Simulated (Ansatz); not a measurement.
System: ammonia, NH3, net charge 0, singlet state. 
Coordinates optimised at B3LYP-D3(BJ)/def2-TZVP (Ansatz, a first-principles code):
```xyz
4

N      0.0022    -0.0038     0.1116
H     -0.0020     0.9512    -0.2281
H      0.8095    -0.4644    -0.2929
H     -0.8232    -0.4600    -0.2599
```
Charge 0, spin multiplicity 1.

Basis-set convergence of Hartree-Fock and MP2 correlation energies (hartree) with Ansatz. Correlated levels leave the core frozen unless marked. No spin-orbit coupling. Non-relativistic.

```tsv
basis	functions	E(HF)	E(corr, MP2)
aug-cc-pVDZ	50	-56.20534	-0.19943
aug-cc-pVTZ	115	-56.22025	-0.24026
aug-cc-pVQZ	218	-56.22389	-0.25384
```

Extrapolating the two largest sets (X = 3 and 4) as X^-3: E(corr) = (64·(-0.25384) - 27·(-0.24026))/37 = -0.2637 Eh, an estimate of the basis-set limit. The largest set recovers 96.2 % of it, the smallest 75.6 %.
